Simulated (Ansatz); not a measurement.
Results of r²SCAN (Ansatz, a quantum-chemistry and plane-wave program, PAW) for fcc Rh.

Settings: plane-wave cutoff 600 eV, 16×16×16 k mesh, Fermi–Dirac smearing 0.1 eV, finite displacements, force constants from a 4×4×4 q mesh, no spin polarisation, scalar-relativistic PAW data made under PBE.

Computed at the level's own relaxed cell. Harmonic vibrational thermodynamics at fixed volume:

| T (K) | S_vib (J/K per mol of atoms) | C_V (J/K per mol of atoms) | F_vib (eV/atom) |
|---|---|---|---|
| 200 | 22.12 | 21.87 | 0.0126 |
| 400 | 38.22 | 24.12 | -0.0516 |
| 600 | 48.10 | 24.57 | -0.1417 |
| 700 | 51.90 | 24.67 | -0.1936 |
| 800 | 55.20 | 24.73 | -0.2491 |
| 900 | 58.11 | 24.78 | -0.3079 |
| 1000 | 60.73 | 24.81 | -0.3695 |

The crystal is taken as a harmonic solid at every temperature: melting, phase changes and thermal expansion are not seen, nor the electrons' share in a metal.
